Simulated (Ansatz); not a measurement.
# The silicon atom (triplet): the correlation ladder, STO-3G

Aim: climb from Hartree-Fock through coupled cluster and multireference methods for the silicon atom (triplet) at one geometry and basis, and see what each rung misses.

Computed with Ansatz 0.2.0, Gaussian basis. Level: STO-3G, core rule «outside noble gas», up to 5 orbitals frozen.

The runs, in order: CCSD(T) on UHF; BCCD(T) on ROHF; CISD; CCSDT(Q) on ROHF; CCSDT(Q) on UHF; CASSCF and MRCISD+Q, 4 electrons in 4 orbitals; CASSCF and MRCISD+Q(relaxed), 4 electrons in 4 orbitals; CASSCF and NEVPT4(SD), 4 electrons in 4 orbitals; CASSCF and NEVPT2, 4 electrons in 4 orbitals; Full CI.

## 1. The atom

A free atom, in its lowest state of this spin that the program finds.

1 atom, charge 0, spin multiplicity 3.

## 2. CCSD(T) on UHF

in.yaml reads:

```yaml
crystal:
  periodic: [false, false, false]
  atoms:
    - {symbol: Si, position_ang: [0.000000, 0.000000, 0.000000]}
basis:
  gaussian: {orbitals: STO-3G}
magnetization: {spin_polarized: true, initial_magnetization: 2}
correlation: {method: ccsd_t, electrons: outside_noble_gas}
```

On the command line:

```
> ansatz run in.yaml --threads 1 --pin off --events-out ev --progress --plain --max-ram 7833MiB
```

Further steps of the session: BCCD(T) on ROHF; CISD; CCSDT(Q) on ROHF; CCSDT(Q) on UHF; CASSCF and MRCISD+Q, 4 electrons in 4 orbitals; CASSCF and MRCISD+Q(relaxed), 4 electrons in 4 orbitals; CASSCF and NEVPT4(SD), 4 electrons in 4 orbitals; CASSCF and NEVPT2, 4 electrons in 4 orbitals; Full CI.

Q: Predict the results of all the runs planned. Wanted: FCI below the UHF energy; UMP2 from FCI; UCCSD(T) from FCI; UCCSDT(Q) from FCI; NEVPT2 valence from FCI; NEVPT4(SD) valence from FCI; MRCISD+Q valence from FCI; effectively unpaired electrons.

**Answer**, as computed:

| quantity | value |
| --- | --- |
| FCI below the UHF energy | -0.3648 eV |
| UMP2 from FCI | +166.2 meV |
| UCCSD(T) from FCI | -0.2 meV |
| UCCSDT(Q) from FCI | -0.2 meV |
| NEVPT2 valence from FCI | 0.0 meV |
| NEVPT4(SD) valence from FCI | 0.0 meV |
| MRCISD+Q valence from FCI | 0.0 meV |
| levels within 1 kcal/mol (43 meV) | UCCSD, UCCSD(T), BCCD(T), UCCSDT, UCCSDT(Q), CASSCF valence, NEVPT2 valence, NEVPT4(SD) valence, MRCISD valence, MRCISD+Q valence, MRCISD+Q(relaxed) valence |
| effectively unpaired electrons | 2.01 |

UCCSD(T) misses by -0.2 meV, 0.0 % of the correlation energy. One determinant dominates. Of the multireference levels listed NEVPT2 valence comes nearest in total energy (0.0 meV), which doesn't show that its space is the better one. These misses are within one basis, not against nature; the frozen cores of restricted and unrestricted runs differ, which can shift their rows.
